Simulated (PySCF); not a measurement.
System: CH2O2, net charge -1, doublet state. 
Geometry from a B3LYP-D3(BJ)/def2-TZVP (Ansatz) optimisation:
```xyz
5

O      0.8954    -0.7700    -0.0197
C     -0.4590    -0.2040     0.2014
O     -0.5773     1.0372    -0.0634
H      1.3762     0.0312    -0.2770
H     -1.1675    -0.9451    -0.2667
```
Charge -1, spin multiplicity 2.

Dispersion corrections to the total energy (kcal/mol) from the dftd3 and dftd4 libraries through PySCF: D3(BJ) without and D4 with the three-body term, each with the damping fitted for the functional named.

```json
[
 {"functional": "CAM-B3LYP", "D3(BJ)": "…", "D4": "-1.10"},
 {"functional": "PBE0", "D3(BJ)": "-0.93", "D4": "-1.13"},
 {"functional": "revPBE", "D3(BJ)": "-3.21", "D4": "-5.68"},
 {"functional": "B2GP-PLYP", "D3(BJ)": "-0.58", "D4": "-0.55"},
 {"functional": "LC-wPBE", "D3(BJ)": "-0.96", "D4": "-1.52"},
 {"functional": "TPSSh", "D3(BJ)": "-1.24", "D4": "…"},
 {"functional": "BP86", "D3(BJ)": "-1.63", "D4": "…"}
]
```

**Question.** What belongs in the gaps?

**Answer.** 
- CAM-B3LYP, D3(BJ): -0.76
- TPSSh, D4: -1.70
- BP86, D4: -1.72
